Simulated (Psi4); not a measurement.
# SiH4O (SMILES [H][Si]([H])([H])O): CCSD/def2-TZVP

Aim: the energy of SiH4O. Input form: an ASE script.

Program for the calculation: Psi4 1.11.

2 further runs of the same task are left out: 2 set aside as unsound or not needed.

## (1) The system as given

The species is SiH4O (6 atoms), meant as a singlet with charge 0. SMILES: `[H][Si]([H])([H])O`. Geometry: relaxed at GFN2-xTB.

Bond lengths: Si1–O2 1.625 Å, O2–H3 0.953 Å, Si1–H4 1.464 Å, Si1–H5 1.464 Å, Si1–H6 1.453 Å. Angles: Si1–O2–H3 122.4°, O2–Si1–H4 110.3°, O2–Si1–H5 110.3°, O2–Si1–H6 101.4°, H4–Si1–H5 108.8°, H4–Si1–H6 112.9°, H5–Si1–H6 112.9°.

## (2) A single-point energy at CCSD/def2-TZVP

The input, h4osi.xyz:

```xyz
6
H4OSi
Si    -0.059940    -0.114970    -0.407910
O     -0.059540    -0.091910     1.217130
H      0.327320     0.620940     1.717260
H      1.313150    -0.112770    -0.916850
H     -0.760380     1.058380    -0.933190
H     -0.760600    -1.359670    -0.676430
```

The input, run_ase.py:

```python
import numpy as np
from ase.calculators.psi4 import Psi4
from ase.io import read

a = read('h4osi.xyz')
calc = Psi4(atoms=a, method='ccsd', basis='def2-TZVP', memory='1600MB', num_threads=1, charge=0, multiplicity=1, label='calc')
calc.psi4.set_options({'puream': True, 'e_convergence': 1e-09, 'd_convergence': 1e-08, 'scf_type': 'pk', 'num_frozen_docc': 6})
a.calc = calc

print(f'energy: {a.get_potential_energy():.6f} eV')
```

The run is started by

```sh
python run_ase.py
```

calc.dat:

```text
[...]
  Running in c1 symmetry.
[...]
  Nuclear repulsion =   65.669477756288146
[...]
  Multiplicity = 1
[...]
  Nalpha       = 13
  Nbeta        = 13
[...]
    Number of basis functions: 92
[...]
   @RHF iter   1:  -366.11314961778146   -5.79652e-01   5.15310e-03 DIIS/ADIIS
[...]
   @RHF iter  10:  -366.20734419741666   -1.27329e-11   7.38952e-09 DIIS
[...]
    Orbital Energies [Eh]
    ---------------------
    Doubly Occupied:
       1A    -68.780478     2A    -20.553461     3A     -6.128946
       4A     -4.236060     5A     -4.235380     6A     -4.235235
       7A     -1.344440     8A     -0.768636     9A     -0.647201
      10A     -0.556380    11A     -0.555907    12A     -0.474817
      13A     -0.457593
[...]
  @RHF Final Energy:  -366.20734419741666
   => Energetics <=
    Nuclear Repulsion Energy =             65.6694777562881455
    One-Electron Energy =                -637.8045738094356238
    Two-Electron Energy =                 205.9277518557307758
    Total Energy =                       -366.2073441974166599
[...]
 Multipole Moments:
 ------------------------------------------------------------------------------------
     Multipole            Electronic (a.u.)      Nuclear  (a.u.)        Total (a.u.)
 ------------------------------------------------------------------------------------
 L = 1.  Multiply by 2.5417464519 to convert [e a0] to [Debye]
 Dipole X            :         -0.0364835            0.3078006            0.2713171
 Dipole Y            :         -0.0473964            0.5432950            0.4958986
 Dipole Z            :          1.3185979           -1.3312588           -0.0126609
 Magnitude           :                                                    0.5654101
[...]
      * MP2 total energy                      = -366.569030231322245
[...]
      * CCSD total energy                     = -366.595236273297701
```

On the terminal:

```text
energy: -9975.564489 eV
```

Wall time 29 s (1 thread of Intel Xeon Platinum 8488C (Sapphire Rapids), shared host); peak memory 0.8 GiB.

## (3) Summary of results

Level: CCSD/def2-TZVP, 6 core orbitals frozen.

```
                                   quantity          value
                               total energy  -366.59524 Eh
        HOMO energy (Hartree–Fock orbitals)      -12.45 eV
        LUMO energy (Hartree–Fock orbitals)        2.95 eV
      HOMO–LUMO gap (Hartree–Fock orbitals)       15.40 eV
correlation energy (6 core orbitals frozen)     -387.9 mEh
                              T1 diagnostic          0.010
```
